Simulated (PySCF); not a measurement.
# TDDFT excited states: C5H11F

C5H11F.
Geometry (GFN2-xTB, Å), atoms numbered from 1 in this order:
```
atom  x, y, z in Å
C1     2.5124    0.0336   -0.2516
C2     1.2937   -0.1190    0.6493
C3    -0.0099    0.0691   -0.1257
C4    -1.2365   -0.0759    0.7701
C5    -2.5461    0.1494    0.0295
F6    -1.2527   -1.3568    1.3028
H7     3.4270   -0.1074    0.3192
H8     2.4910   -0.7025   -1.0523
H9     2.5367    1.0257   -0.6981
H10    1.2949   -1.1117    1.1033
H11    1.3422    0.6166    1.4561
H12   -0.0335    1.0620   -0.5784
H13   -0.0684   -0.6727   -0.9250
H14   -1.1591    0.5953    1.6364
H15   -2.5786    1.1610   -0.3643
H16   -3.3859    0.0024    0.7045
H17   -2.6343   -0.5572   -0.7925
```

Computed with PySCF, TDDFT CAM-B3LYP/def2-SVPD, vertical, gas phase, core orbitals frozen in the response.

| state | E (eV) | λ (nm) | f | main configurations (H = HOMO, L = LUMO) |
| --- | --- | --- | --- | --- |
| S1 | 8.82 | 140.6 | 0.016 | H→L (90%) |
| S2 | 9.06 | 136.8 | 0.013 | H-1→L (71%), H-1→L+2 (8%) |
| S3 | 9.16 | 135.4 | 0.0036 | H-2→L (70%), H-2→L+1 (20%) |
| S4 | 9.32 | 133.1 | 0.0029 | H→L+1 (58%), H-3→L (13%), H-1→L+1 (8%) |
| S5 | 9.47 | 130.9 | 0.015 | H→L+2 (76%) |
| S6 | 9.54 | 130.0 | 0.0058 | H-1→L+1 (23%), H-3→L (23%), H→L+1 (22%) |
| S7 | 9.72 | 127.5 | 0.120 | H-1→L+2 (74%) |
| S8 | 9.87 | 125.6 | 0.013 | H-2→L+1 (37%), H-2→L+3 (14%), H-2→L (11%) |

Triplets (Tamm–Dancoff): T1 8.67 eV, H→L (79%); T2 8.75 eV, H-1→L (59%), H-1→L+2 (13%); T3 8.88 eV, H-2→L (64%), H-2→L+1 (20%).

The lowest singlet comes at 141 nm (851 kJ/mol) in the vacuum ultraviolet; it is weak; its leading configuration is HOMO→LUMO (90%). The most intense listed level is S7 at 9.72 eV (128 nm, f = 0.120), 0.90 eV above S1. Löwdin shares by element: HOMO carbon 49% or more, fluorine 15% (atoms not listed hold the other 36%); LUMO carbon 36% or more, hydrogen 9% or more (atoms not listed hold the other 56%). Weighted by f, the mean energy of these states is 9.57 eV. The oscillator strengths of these states sum to 0.190; summed over the whole spectrum of an exact calculation they would give the number of electrons, 50 (Thomas–Reiche–Kuhn). The listed states span 1.05 eV, and the widest gap between neighbours is 0.25 eV (S1 to S2). No computed singlet lies in the visible range (380 to 750 nm); the lowest, at 141 nm, stands 5.55 eV above its violet end (3.26 eV). Singlets were solved by full linear response, triplets in the Tamm–Dancoff approximation.

One conformer stands for the species.
